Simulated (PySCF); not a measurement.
Stepwise substitution at one centre (B Cl-H). Isolated molecules, 0 K electronic values unless said otherwise. Strings in code marks are SMILES.

The LUMO from two functionals at the same geometries (r2SCAN-D4/def2-TZVP), both in PySCF: PBE-D3(BJ)/def2-TZVP and r2SCAN-D4/def2-TZVP. 

```
species                                PBE-D3(BJ)/def2-TZVP (eV)  r2SCAN-D4/def2-TZVP (eV)
-------------------------------------  -------------------------  ------------------------
0 of 3 Cl replaced by H (`ClB(Cl)Cl`)                      -2.63                     -2.36
1 of 3 Cl replaced by H                                    -2.71                     -2.40
2 of 3 Cl replaced by H                                    -2.84                     -2.46
3 of 3 Cl replaced by H (`B`)                              -3.05                     -2.53
```

Over these rows, drawn at random from the members with no instability flagged (it was tested for open shells, ions and some series alone), PBE minus r2SCAN-D4: mean -0.37 eV, from -0.52 eV to -0.27 eV.
